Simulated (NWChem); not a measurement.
Program: NWChem. System: C₃H₇Cl, charge 0, spin multiplicity 1, at a geometry optimised with PBE/def2-SVP. The structure started from a generated list of species. Level: RI-MP2/cc-pVDZ, 8 core orbitals frozen.

Input file:

```
start mol
memory heap 200 mb stack 800 mb global 1000 mb
geometry units angstroms nocenter noautoz noautosym
  C     -1.919688    -0.243701     0.226043
  C     -0.706681    -1.128629    -0.060204
  C      0.615041    -0.576279     0.458363
  Cl     1.070718     0.988764    -0.336386
  H     -2.066288    -0.097798     1.316843
  H     -2.848300    -0.689983    -0.181935
  H     -1.789779     0.757141    -0.232179
  H     -0.612567    -1.311787    -1.152185
  H     -0.842076    -2.129000     0.410045
  H      0.573086    -0.370740     1.547076
  H      1.451693    -1.275168     0.265686
end
basis spherical
  * library cc-pvdz
end
basis "ri-mp2 basis" spherical
  * library cc-pvdz-ri
end
scf
  rhf
  nopen 0
  maxiter 100
  thresh 1e-7
  semidirect memsize 60000000 filesize 0
end
mp2
  freeze core 8
end
task rimp2 energy
```

NWChem printed:

```
             Northwest Computational Chemistry Package (NWChem) 7.3.0
             --------------------------------------------------------

                                NWChem Input Module
                                -------------------

 Scaling coordinates for geometry "geometry" by  1.889725989
 (inverse scale =  0.529177249)

                             Geometry "geometry" -> ""
                             -------------------------

 Output coordinates in angstroms (scale by  1.889725989 to convert to a.u.)

  No.       Tag          Charge          X              Y              Z
 ---- ---------------- ---------- -------------- -------------- --------------
    1 C                    6.0000    -1.91968800    -0.24370100     0.22604300
    2 C                    6.0000    -0.70668100    -1.12862900    -0.06020400
    3 C                    6.0000     0.61504100    -0.57627900     0.45836300
    4 Cl                  17.0000     1.07071800     0.98876400    -0.33638600
    5 H                    1.0000    -2.06628800    -0.09779800     1.31684300
    6 H                    1.0000    -2.84830000    -0.68998300    -0.18193500
    7 H                    1.0000    -1.78977900     0.75714100    -0.23217900
    8 H                    1.0000    -0.61256700    -1.31178700    -1.15218500
    9 H                    1.0000    -0.84207600    -2.12900000     0.41004500
   10 H                    1.0000     0.57308600    -0.37074000     1.54707600
   11 H                    1.0000     1.45169300    -1.27516800     0.26568600

 Effective nuclear repulsion energy (a.u.)     161.3904335898

            Nuclear Dipole moment (a.u.)
            ----------------------------
        X                 Y               Z
 ---------------- ---------------- ----------------
     0.0000132281    -0.0000018897     0.0000018897


 Summary of "ao basis" -> "" (spherical)
 ------------------------------------------------------------------------------
       Tag                 Description            Shells   Functions and Types
 ---------------- ------------------------------  ------  ---------------------
 *                          cc-pvdz                   on all atoms

 Summary of "ri-mp2 basis" -> "" (spherical)
 ------------------------------------------------------------------------------
       Tag                 Description            Shells   Functions and Types
 ---------------- ------------------------------  ------  ---------------------
 *                         cc-pvdz-ri                 on all atoms

 Summary of "ao basis" -> "ao basis" (spherical)
 ------------------------------------------------------------------------------
       Tag                 Description            Shells   Functions and Types
 ---------------- ------------------------------  ------  ---------------------
 C                          cc-pvdz                  6       14   3s2p1d
 Cl                         cc-pvdz                  8       18   4s3p1d
 H                          cc-pvdz                  3        5   2s1p

                                 NWChem SCF Module
                                 -----------------

  ao basis        = "ao basis"
  functions       =    95
  atoms           =    11
  closed shells   =    21
  open shells     =     0
  charge          =   0.00
  wavefunction    = RHF
  use symmetry    = F
  symmetry adapt  = F

 Summary of "ao basis" -> "ao basis" (spherical)
 ------------------------------------------------------------------------------
[...]
   Bfn.  Coefficient  Atom+Function         Bfn.  Coefficient  Atom+Function
  ----- ------------  ---------------      ----- ------------  ---------------
    87      1.294376  10 H  s                62      1.062198   5 H  s
    77     -1.047891   8 H  s                17      0.938857   2 C  s
    92     -0.933750  11 H  s                 3     -0.746789   1 C  s
    37     -0.654775   3 C  pz                9     -0.479883   1 C  pz
    36     -0.460006   3 C  py               35      0.404993   3 C  px

 center of mass
 --------------
 x =   0.17253326 y =   0.14617337 z =  -0.05531382

 moments of inertia (a.u.)
 ------------------
         270.489686948464        -174.115269076871          49.479604934893
        -174.115269076871         451.178723991914          53.302145540832
          49.479604934893          53.302145540832         629.578610627960

  Mulliken analysis of the total density
  --------------------------------------

    Atom       Charge   Shell Charges
 -----------   ------   -------------------------------------------------------
    1 C    6     6.07   2.00  0.64  0.42  2.01  0.92  0.06
    2 C    6     6.09   2.00  0.65  0.45  2.02  0.88  0.08
    3 C    6     6.05   2.00  0.66  0.49  1.94  0.86  0.09
    4 Cl  17    17.19   2.00  2.01  0.92  1.00  6.00  3.03  2.19  0.03
    5 H    1     0.97   0.75  0.19  0.03
    6 H    1     0.96   0.75  0.18  0.03
    7 H    1     0.94   0.74  0.17  0.03
    8 H    1     0.95   0.75  0.17  0.03
    9 H    1     0.96   0.75  0.18  0.03
   10 H    1     0.92   0.74  0.14  0.03
   11 H    1     0.91   0.75  0.14  0.03

       Multipole analysis of the density wrt the origin
       ------------------------------------------------

     L   x y z        total         open         nuclear
     -   - - -        -----         ----         -------
     0   0 0 0     -0.000000      0.000000     42.000000

     1   1 0 0     -0.326264      0.000000      0.000013
     1   0 1 0     -0.782066      0.000000     -0.000002
     1   0 0 1      0.342178      0.000000      0.000002

     2   2 0 0    -25.477936      0.000000    235.592115
     2   1 1 0     -1.131195      0.000000     88.592746
     2   1 0 1      0.586621      0.000000    -24.762602
     2   0 2 0    -24.881480      0.000000    127.443071
     2   0 1 1     -0.155953      0.000000    -27.193577
     2   0 0 2    -24.457432      0.000000     33.187069

                               NWChem RI-MP2 Module
                               --------------------

 Summary of "ri-mp2 basis" -> "ri-mp2 basis" (spherical)
 ------------------------------------------------------------------------------
       Tag                 Description            Shells   Functions and Types
 ---------------- ------------------------------  ------  ---------------------
 C                         cc-pvdz-ri               18       56   7s5p4d2f
 Cl                        cc-pvdz-ri               24       76   9s7p5d3f
 H                         cc-pvdz-ri                6       14   3s2p1d

 SCF Reference Information:
            File: './mol.movecs'
           Title: ''
    Size (AOxMO):     95 x     95
       Total Occ:              42.00
 RI-MP2 Calculation Information:
          Nr. of AO basis functions:         95
     Nr. of fitting basis functions:        342
               Nr. of MO spin cases:          1
        Nr. of MOs to be correlated:         87
     Nr. of occupied MOs correlated:         13
      Nr. of virtual MOs correlated:         74

          RI integral approximation: 'V'
    Threshold for Schwarz screening:  1.000E-09
 Smallest eigenvalue retained in fit  1.000E-08
    Type of storage for MO integrals 'EAF library'

 Transformation block size   13, requiring     1 integral passes.
 XForm_3cInts: Completed     1:   13 pass.
 Energy evaluation using block sizes    13   13
 RIMP2_V_E2: Approx. ints. done (    1:   13,    1:   13)
 RIMP2_V_E2: Copy to B done (    1:   13,    1:   13)
 RIMP2_V_E2: Denominators done (    1:   13,    1:   13)
 RIMP2_V_E2: Completed block (    1:   13,    1:   13)

          -------------------------------------------
          SCF energy                -577.194527621467
          Correlation energy          -0.573578257615
          Total MP2 energy          -577.768105879082
          -------------------------------------------

 -----------------------
 Performance information
 -----------------------

 Timer overhead =  2.00D-07 seconds/call

               Nr. of calls         CPU time (s)                 Wall time (s)                GFlops
             ---------------    -------------------     ------------------------------   -------------------
Name         Min   Avg   Max    Min     Avg     Max     Min     Avg     Max   Mx/calls   Min     Max     Sum
Overall       1     1     1    12.     12.     12.      12.     12.     12.     12.      0.0     0.0     0.0
3c integr     1     1     1    1.9     1.9     1.9      1.9     1.9     1.9     1.9      0.0     0.0     0.0
Energy        1     1     1   0.32    0.32    0.32     0.32    0.32    0.32    0.32      0.0     0.0     0.0
3c integr     1     1     1    1.8     1.8     1.8      1.8     1.8     1.8     1.8      0.0     0.0     0.0
First 2/3     3     3     3   1.73E-2 1.73E-2 1.73E-2  1.73E-2 1.73E-2 1.73E-2 5.76E-3   0.0     0.0     0.0
Final 1/3     1     1     1   2.17E-2 2.17E-2 2.17E-2  2.17E-2 2.17E-2 2.17E-2 2.17E-2   0.0     0.0     0.0
Write 3c      1     1     1   2.62E-3 2.62E-3 2.62E-3  2.62E-3 2.62E-3 2.62E-3 2.62E-3   0.0     0.0     0.0
Read 3c i     1     1     1   2.19E-3 2.19E-3 2.19E-3  2.19E-3 2.19E-3 2.19E-3 2.19E-3   0.0     0.0     0.0
Fitting b     1     1     1   0.25    0.25    0.25     0.25    0.25    0.25    0.25      0.0     0.0     0.0
Schwarz i     1     1     1   3.70E-2 3.70E-2 3.70E-2  3.70E-2 3.70E-2 3.70E-2 3.70E-2   0.0     0.0     0.0
Form 4ci      1     1     1   5.55E-2 5.55E-2 5.55E-2  5.55E-2 5.55E-2 5.55E-2 5.55E-2   0.0     0.0     0.0
Form A &      1     1     1   0.25    0.25    0.25     0.25    0.25    0.25    0.25      0.0     0.0     0.0
Denominat     1     1     1   1.81E-3 1.81E-3 1.81E-3  1.81E-3 1.81E-3 1.81E-3 1.81E-3   0.0     0.0     0.0
Pair Ener     1     1     1   7.20E-3 7.20E-3 7.20E-3  7.20E-3 7.20E-3 7.20E-3 7.20E-3   0.0     0.0     0.0

 The average no. of pstat calls per process was 1.60D+01
 with a timing overhead of 3.20D-06s

 Task  times  cpu:       11.9s     wall:       11.9s

 Total times  cpu:       12.0s     wall:       12.0s
```
